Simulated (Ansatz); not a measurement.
Match the barriers

Saddle point of Si2H7F, singlet (Si₂H₆ ([SiH3][SiH3]) + HF → SiH₃F ([F][SiH3]) + SiH₄; bonds formed: Si1–F7, Si2–H6; bonds broken: Si1–Si2, H6–F7), PBE0-D4/def2-TZVP structure:

```tsv
atom	x (Å)	y (Å)	z (Å)
Si1	-0.9508	0.7042	-0.3045
Si2	0.9260	-0.9900	0.1434
H3	-1.2460	-0.5238	-1.1293
H4	-2.1086	0.7833	0.6091
H5	-0.7696	1.7587	-1.3227
H6	0.5195	0.6932	0.7108
F7	0.0893	1.7777	0.9577
H8	2.1390	-0.9395	1.0109
H9	0.0548	-2.1021	0.5922
H10	1.3463	-1.1619	-1.2677
```

Program: Ansatz 0.2.0. Basis: def2-TZVPP, with def2-QZVPP for the basis limit. Cores are frozen in the correlated methods. Extrapolation: Hartree–Fock as exp(−7.88 √X), correlation as X^−2.97. Four methods, as single points on the PBE0-D4 structures, gave these electronic barriers from the start structure: 1.057, 1.450, 1.882, 2.428 eV.

Task: The methods were, in alphabetical order, BHLYP-D4, HF, r2SCAN-D4, SPW92. Which gave which? (A judgement: the text doesn't fix the answer.)

Result: By the calculation: SPW92 1.057; r2SCAN-D4 1.450; BHLYP-D4 1.882; HF 2.428 eV. For comparison, CCSD(T) at an estimated basis limit (MP2 extrapolated from triple and quadruple zeta, plus CCSD(T) − MP2 in triple zeta) gives 1.747 eV.

No T1 diagnostic of these runs exceeds 0.015. The end structure is not quite a true minimum (one mode of 35i cm⁻¹).

Labels in which every atom is bracketed show which atoms are joined, not bond orders.

For scale, one of the runs: CCSD(T)/def2-TZVPP, 213 basis functions, launched by `ansatz run in.yaml --threads 4 --pin off --events-out ev --progress --plain --max-ram 9574MiB`. The run took 35 s on 4 CPU threads of an Arm Neoverse V1 (shared host), with 2.9 GiB of host memory at its peak.
